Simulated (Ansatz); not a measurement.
in.yaml

```yaml
crystal:
  periodic: [false, false, false]
  atoms:
    - {symbol: B, position_ang: [0.000000, 0.000000, 0.651967]}
    - {symbol: Al, position_ang: [0.000000, 0.000000, -2.489033]}
    - {symbol: H, position_ang: [0.000000, 0.000000, 1.837067]}
basis:
  gaussian: {orbitals: 6-31G, fitting: {mean_field: def2-universal-jkfit}}
magnetization: {spin_polarized: false, initial_magnetization: 3}
correlation: {method: fic_mrcisd_q, electrons: outside_noble_gas, active_space: {window: {electrons: 5, orbitals: 5}, places: [1, 2]}}
```

```sh
$ ansatz run in.yaml --threads 1 --pin off --events-out ev --progress --plain --max-ram 2393MiB
```

Q: One thing in this input was set wrong on purpose, beside settings that are merely unusual. What is the gravest fault, and what does the program do?

A: Two definitions of the active space. How the run ends: refused.
```
Error: invalid value for `correlation.active_space`: name one of window, places and ras
```
